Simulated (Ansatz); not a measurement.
# CH2ClF: where a starting geometry ends

The starting geometry of this gas-phase triplet was optimised with GFN2-xTB as a singlet.

```xyz
5

C     0.8222   -1.1594    0.1027
Cl    1.0165    0.7915    0.2154
F    -0.2977   -1.2659   -0.6886
H     1.6650   -1.3745   -0.5934
H     0.2488    0.9357    1.2400
```

Q: Predict what becomes of its bonds when it is optimised with r2SCAN-D4/def2-SVP.

A: It falls apart into CHF + ClH. Contacts that open: C1–Cl2 (1.96 → 3.50 Å).

The energy falls by 2.73 eV over 18 steps:

| step | E − E(last) (eV) |
| --- | --- |
| 1 | 2.730 |
| 3 | 0.548 |
| 5 | 0.155 |
| 7 | 0.083 |
| 9 | 0.023 |
| 10 | 0.019 |
| 12 | 0.007 |
| 14 | 0.001 |
| 16 | 0.000 |
| 18 | 0.000 |

Final geometry (Å):

```yaml
atoms:
  - { symbol: C, position_ang: [0.7530, -1.8102, -0.4591] }
  - { symbol: Cl, position_ang: [1.2264, 1.4821, 0.6436] }
  - { symbol: F, position_ang: [-0.3799, -1.2613, -0.0575] }
  - { symbol: H, position_ang: [1.6957, -1.2454, -0.4275] }
  - { symbol: H, position_ang: [0.1596, 0.7623, 0.5767] }
```

The end wasn't checked by frequencies. Open shells are spin-unrestricted. The triplet needn't be the ground state. Run with Ansatz 0.2.0, 2.6 min on 1 thread of AMD EPYC (Zen 3) (shared host).
